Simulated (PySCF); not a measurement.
System: C$_{2}$H$_{3}$O$_{2}$ (charge -1, singlet). It need not be the lowest isomer of its formula. Whether it binds its extra electron was not tested at this geometry. SMILES: [O-]C(=O)C
Geometry: optimised at B3LYP-D3(BJ)/def2-TZVP (Ansatz).

Dispersion corrections to the total energy (kcal/mol) from the dftd3 and dftd4 libraries through PySCF: D3(BJ) without and D4 with the three-body term, each with the damping fitted for the functional named.

```
functional  D3(BJ)     D4
----------  ------  -----
PBE            ___  -2.67
BP86           ___  -3.38
TPSS         -2.82  -3.63
PW6B95       -0.98  -2.34
BLYP           ___  -6.17
HSE06        -1.31  -2.00
BHLYP        -2.93  -2.82
```

Task: What belongs in the gaps?

Result: 
- PBE, D3(BJ): -2.30
- BP86, D3(BJ): -3.36
- BLYP, D3(BJ): -4.82
